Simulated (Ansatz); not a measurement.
Input for Ansatz (development build ahead of 0.2.0):

```yaml
crystal:
  periodic: [false, false, false]
  atoms:
    - { symbol: C, position_ang: [0.05174, 0.70442, 0.0] }
    - { symbol: "N", position_ang: [0.05174, -3.68769, 0.0] }
    - { symbol: H, position_ang: [-0.94173, 1.17619, 0.0] }
    - { symbol: H, position_ang: [-0.45818, -4.02751, 0.81237] }
    - { symbol: H, position_ang: [-0.45818, -4.02751, -0.81237] }
    - { symbol: H, position_ang: [0.59276, 1.05673, 0.88067] }
    - { symbol: H, position_ang: [0.59276, 1.05673, -0.88067] }
basis:
  gaussian: { orbitals: pcseg-2 }
magnetization:
  spin_polarized: true
hamiltonian:
  xc: r2scan
```

The input is written out in the form of the current development build from the run's settings.

Results

| Quantity | Value |
| --- | --- |
| Converged | yes |
| Total energy | -95.68548 hartree |
| Spin squared of the determinant | 1.008 |
| Stability test | minimum |

Caution: charge can spread falsely over distant fragments; the unrestricted determinant is a mixture of spin states.
